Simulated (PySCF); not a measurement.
`C(C)C(=O)CC` (3-pentanone). Computed geometry: GFN2-xTB, gas phase.

```
atom  x, y, z in Å
C1     2.5441    0.0308    0.0507
C2     1.2007    0.0288   -0.6665
C3     0.0319    0.0515    0.3005
O4     0.1584    0.2749    1.4760
C5    -1.3102   -0.2348   -0.3468
C6    -2.4785    0.1041    0.5693
H7     2.6465   -0.8637    0.6599
H8     3.3612    0.0631   -0.6655
H9     2.6144    0.8944    0.7065
H10    1.1132    0.9165   -1.2995
H11    1.1071   -0.8432   -1.3171
H12   -1.3270   -1.3003   -0.5935
H13   -1.3785    0.3171   -1.2864
H14   -3.4215   -0.1784    0.1083
H15   -2.4946    1.1709    0.7786
H16   -2.3749   -0.4228    1.5140
```

Problem. Which two atoms are farthest apart?

Solution. H8···H14, 6.83 Å; the next longest distance is 6.16 Å.

Problem. Work out the bond lengths C2–H10, C2–H11, C3=O4, C5–H12, C6–H14, C6–H15, C6–H16 in Å.

Solution. For C2–H10 the difference vector is (-0.0875, 0.8877, -0.6330) Å, of length 1.0938 Å. C2–H10 1.094; C2–H11 1.092; C3=O4 1.203; C5–H12 1.094; C6–H14 1.087; C6–H15 1.087; C6–H16 1.087 Å.

Problem. How far are the heavy atoms from their best plane (unweighted least squares)?

Solution. 0.079 Å rms; C1 0.05, C2 0.12, C3 0.00, O4 0.01, C5 0.13, C6 0.07 Å (magnitudes).

Problem. What are the angles C2–C1–H8, C3–C5–C6, C3–C5–H13, H14–C6–H15, H15–C6–H16?

Solution. From the scalar product of the two bond vectors; for C2–C1–H8 it is -0.5841 Å² over 1.5229 × 1.0870 Å², cos θ = -0.3528. C2–C1–H8 110.7°; C3–C5–C6 112.3°; C3–C5–H13 109.1°; H14–C6–H15 108.9°; H15–C6–H16 108.0°.

Problem. What is the repulsion energy of the bare nuclei, Σ ZA·ZB/RAB?

Solution. 240.24 Eh over 120 pairs, with full nuclear charges and distances in bohr; the largest single term is 21.11 Eh (C3 with O4).

Problem. Where is the centre of mass (commonest isotopes), and what is the radius of gyration?

Solution. Mass 86.073 u; centre at (0.026, 0.045, 0.245) Å; Rg = √(Σ m r²/M) = 1.881 Å. As Ia + Ib + Ic = 2 Σ m r², the three principal moments sum to 609.1 u·Å².

Problem. How far apart are these pairs, which share no bond: C5···H16, C6···H9, H7···H14, H11···H16?

Solution. C5···H16 2.152 Å (2 bonds apart); C6···H9 5.156 Å (5 bonds apart); H7···H14 6.131 Å (6 bonds apart); H11···H16 4.507 Å (5 bonds apart).

Problem. Write the matrix of distances between heavy atoms (Å, lower triangle).

Solution. 
```
C1    0.000
C2    1.523  0.000
C3    2.525  1.517  0.000
O4    2.790  2.395  1.203  0.000
C5    3.884  2.545  1.517  2.396  0.000
C6    5.050  3.882  2.525  2.794  1.523  0.000
```

The point group is C2 within 0.08 Å; differences among equivalent distances and angles are scatter left by the optimiser. No frequency check. The numbers are those of one conformer.
